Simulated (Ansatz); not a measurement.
Consider the atomization: `F/C=C/Cl` → 2 C• + Cl• + F• + 2 H•.

Calculated with Ansatz (gas phase, PBE0-D4/def2-TZVP geometries, no zero-point term in ΔE). CBS: MP2 limit from def2 TZ/QZ plus the TZ coupled-cluster correction, frozen cores. This one scheme is used for every species, atoms too. DFT in def2-TZVPP. B3LYP here is the variant with VWN-RPA as its local correlation; programs differ in this. HSE06 is defined as in plane-wave codes. Open shells (•) are unrestricted, without spin–orbit coupling. Spin–orbit coupling would lower the free atoms: a little for C, Cl, F.

`F/C=C/Cl`:

Z-matrix (Å, degrees):
```
C
C 1 1.320
F 1 1.333 2 120.7
H 1 1.083 2 125.5 3 -179.9
Cl 2 1.713 1 121.4 3 180.0
H 2 1.081 1 122.6 3 -0.0
```

```tsv
level	ΔE (kJ/mol)	difference from CCSD(T)/CBS
LDA (SPW92)	2724.7	434.2
PBE-D4	2399.4	108.9
BLYP-D4	2308.8	18.3
r2SCAN-D4	2312.5	22.0
PBE0-D4	2324.4	33.9
r2SCANh-D4	2288.4	-2.1
HSE06-D4	2327.0	36.5
BHLYP-D4	2186.2	-104.3
PBE	2389.9	99.4
revPBE	2289.4	-1.1
BLYP	2287.2	-3.3
B3LYP	2274.6	-15.9
HSE06	2319.8	29.3
BHLYP	2175.2	-115.3
CCSD(T)/def2-TZVPP	2226.1	-64.4
MP2/CBS(def2)	2365.8	75.3
CCSD(T)/CBS	2290.5	0
```

(1) What do rigid-rotor, harmonic-oscillator terms from PBE0-D4/def2-TZVP frequencies (298.15 K, 1 bar) make of the CCSD(T)/CBS value? (Best estimate.)

Largest T1 diagnostic among the species: 0.011.

Answers

(1) The calculation gave: ΔZPE = -93.3 kJ/mol, ΔH = +2220.9 kJ/mol, ΔS = 590 J/(mol·K), ΔG = +2045.0 kJ/mol. Open shells count their whole term as degenerate.

At CCSD(T), def2-SVP lies −118.1 kJ/mol from the extrapolated value and def2-TZVPP −64.4 kJ/mol: correlation converges slowly with the basis, and small sets miss more of it in the bonded molecule than in its fragments. In def2-TZVPP, CCSD(T) changes the Hartree–Fock value by +619.1 kJ/mol (the triples alone add +49.8 kJ/mol) and MP2 by +694.3 kJ/mol; breaking electron pairs costs correlation energy, which Hartree–Fock lacks.

For atomizations the MP2-based limit and the directly extrapolated one differ by several kJ/mol either way, and by 10 to 25 for some Ge, Se and Sn compounds, so smaller differences from it don't rank the levels.
